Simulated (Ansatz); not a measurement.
# AlCO (sextet): from Hartree-Fock to the top rungs, cc-pVTZ

The task here is to estimate one member of a computed series from the others.

Program: Ansatz 0.2.0, Gaussian basis. Level of theory: cc-pVTZ, core rule «outside noble gas», up to 7 orbitals frozen. These are calculated values, not measurements.

Plan: UHF; CCSD(T) on ROHF; CCSD(T) on UHF; BCCD(T) on ROHF; CCSDT(Q) on ROHF; CCSDT(Q) on UHF.

10 further runs of the same task are left out: 5 for a known fault of the program, 5 set aside as unsound or not needed.

**The geometry**

The geometry is a PBE0/def2-TZVP stationary point (not a proven minimum) of the parent state, kept for this charge and spin.

3 atoms, charge 0, spin multiplicity 6.

Atoms are counted from 1 here; the program's logs count them from 0.

Bond lengths: C1–Al2 1.893 Å, Al2–O3 1.598 Å. Angles: C1–Al2–O3 180.0°.

Set-up of the first run:

Contents of in.yaml:

```yaml
crystal:
  periodic: [false, false, false]
  atoms:
    - {symbol: C, position_ang: [0.000000, 0.000000, 1.794300]}
    - {symbol: Al, position_ang: [0.000000, 0.000000, -0.098300]}
    - {symbol: O, position_ang: [0.000000, 0.000000, -1.696000]}
basis:
  gaussian: {orbitals: cc-pVTZ}
magnetization: {spin_polarized: true, initial_magnetization: 5}
hamiltonian: {xc: hf}
output: {orbitals: {seedname: orbitals}}
```

Run with:

```bash
$ ansatz run in.yaml --threads 1 --pin off --events-out ev --progress --plain --max-ram 4096MiB --backend cpu
```

Steps of the session up to this table: UHF; CCSD(T) on ROHF; CCSD(T) on UHF; BCCD(T) on ROHF; CCSDT(Q) on ROHF; CCSDT(Q) on UHF.

One of the session's tables, all rows but one given; the rest of the session is left out.

| method | from UCCSDT(Q) (meV) |
| --- | --- |
| ROHF | +9847.4 |
| UHF | +9667.7 |
| RMP2 | +1189.4 |
| UMP2 | +1209.4 |
| RCCSD | +402.8 |
| UCCSD | +396.4 |
| RCCSD(T) | +57.0 |
| UCCSD(T) | +54.8 |
| BCCD(T) | +56.8 |
| RCCSDT | +19.2 |
| UCCSDT | +15.9 |
| RCCSDT(Q) | ? |
| UCCSDT(Q) | 0 |

Q: Estimate the row for RCCSDT(Q) from the others.

**Answer.** from UCCSDT(Q) (meV): +5.5. In the column «from UCCSDT(Q) (meV)» it lies between UCCSDT(Q) (0) and UCCSDT (+15.9).

Caveats from the session: Restricted and unrestricted rows rest on different reference determinants; where their highest levels disagree by more than a few hundredths of an eV, they describe different states and don't form one ladder.
